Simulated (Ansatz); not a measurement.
An Ansatz input:

```yaml
crystal:
  lattice:
    - [-1.4341531874, 1.4341531874, 1.4341531874]
    - [1.4341531874, -1.4341531874, 1.4341531874]
    - [1.4341531874, 1.4341531874, -1.4341531874]
  atoms:
    - { symbol: Cr, position: [0.0, 0.0, 0.0] }
hamiltonian:
  xc: rpbe
  pseudopotentials:
    kind: paw
    azcp:
      Cr: "pseudopotentials/Cr.paw.azcp"
basis:
  ecutwfc: 420
  fft_grid_basis: typed
kpoints:
  mp_grid: { grid: [25, 25, 25], shift: [0, 0, 0] }
magnetization:
  spin_polarized: false
scf:
  occupations: { method: fermi_dirac, width: 0.1 }
```

Terminal output

```
Engine: ansatz 0.2.0, aarch64-unknown-linux-gnu
Pseudopotentials: kind: paw
Pseudopotential: Cr, paw, valence charge 14, recommended cutoff 420 eV (normal) 
Functional definition: RPBE
  parameter kappa = 0.804
  parameter beta = 0.06672455060314922
  exchange = rpbe_x(kappa = kappa, mu = beta*pi^2/3)
  correlation = pbe_c(beta = beta)
Crystal: 1 atoms, lattice volume = 11.799 Å³
Basis set: ecut = 420 eV, 225 PW (Γ)
Bands: 11, of which v1, the nominal top of the filled ones, is band 7 counted from 1 (6 counted from 0)
Symmetry: 48 space group operations
Space group: Im-3m (ITA 229), of the structure as read, at distance tolerance 2.3e-5 Å
k-points: 455 of 15625
Non-local potential: Cr, projectors of the file, l = 0: 3, l = 1: 2, l = 2: 3, l = 3: 1
PAW form: soft (Blöchl's): semilocal exchange-correlation on the pseudo side does not see the compensation charge
PAW frozen core: Cr, regenerated for the run's functional, and the local potential with it (the file was generated under x = pbe(κ = 0.804, μ = 0.2195149727645171), c = pbe(β = 0.06672455060314922))
PAW one-centre angular grid: Cr, 590 points (default); XC on 64 Gauss nodes
Initial density: superposition of atomic densities (neutral atoms: chi_scale 0, normalization atom), corrected by the library's trained network
Initial wavefunctions: pseudopotential atomic-orbital guess
Functional: x = rpbe, c = pbe(β = 0.06672455060314922)
SCF iter   1: F=—  HF=-3382.239715 eV  |F-HF|=—  |Δ(HF+E_count)|=         —  Δρ=2.70e-3  dr2=2.40e-4  ethr=1.77e-3  ⟨swp⟩=3.9  Hψ=24315  notcnv=0
SCF iter   2: F=—  HF=-3382.240135 eV  |F-HF|=—  |Δ(HF+E_count)|=   4.21e-4  Δρ=1.29e-3  dr2=7.59e-5  ethr=1.72e-6  ⟨swp⟩=2.5  Hψ=11551  notcnv=0
SCF iter   3: F=—  HF=-3382.240228 eV  |F-HF|=—  |Δ(HF+E_count)|=   9.34e-5  Δρ=7.58e-4  dr2=1.53e-5  ethr=5.42e-7  ⟨swp⟩=3.0  Hψ=8487  notcnv=0
SCF iter   4: F=—  HF=-3382.240280 eV  |F-HF|=—  |Δ(HF+E_count)|=   5.19e-5  Δρ=3.29e-4  dr2=3.06e-6  ethr=1.09e-7  ⟨swp⟩=1.0  Hψ=5005  notcnv=0
SCF iter   5: F=—  HF=-3382.240291 eV  |F-HF|=—  |Δ(HF+E_count)|=   1.09e-5  Δρ=6.92e-5  dr2=1.34e-7  ethr=2.19e-8  ⟨swp⟩=2.5  Hψ=6905  notcnv=0
SCF iter   6: F=-3382.240292 eV  HF=-3382.240292 eV  |F-HF|=5.39e-9  |Δ(HF+E_count)|=   5.10e-7  Δρ=7.62e-6  dr2=1.75e-9  ethr=7.14e-10  ⟨swp⟩=2.0  Hψ=10051  notcnv=0
SCF 1 converged in 6 iterations: F = -3382.240292 eV  dr2 = 1.75e-9
SCF converged after 6 iterations
Free energy (F): -3382.240292 eV
Harris-Foulkes:  -3382.240292 eV  (|F-HF|=5.39e-9)
Internal energy: -3382.215342 eV  (E = F + TS)
E sigma→0 (E₀):  -3382.227817 eV
Entropy (-TS):   -0.024950 eV (-24.950 meV/atom)
Fermi energy:    19.081952 eV
--- Per-component energies (eV) ---
  E_band       = -149.974854
  E_kinetic    = 342.769788
  E_local      = -1191.920643  (includes V_loc(G=0)·N_el)
  E_nonlocal   = 77.142997
  E_hartree    = 519.484810
  E_xc         = -140.226580
  E_vxc        = -178.649219  (∫ρ·V_xc dr)
  E_paw        = -1198.965064  (= ΣΔE_a)
  E_vpaw       = -238.286201  (= ΣTr[D̂ρ^β])
  E_aug_tail   = 0.000356  (compensation charges beyond the density's cutoff)
  E_ewald      = -1790.450229
  E_core_change = -0.050776  (= ΣΔE_core)
  E_smearing   = -0.024950  (= −TS)
  E_closure    = 0.000000  (closes the sum)
  Σ components = -3382.240292   (vs F -3382.240292, Δ=0.00e0)
```
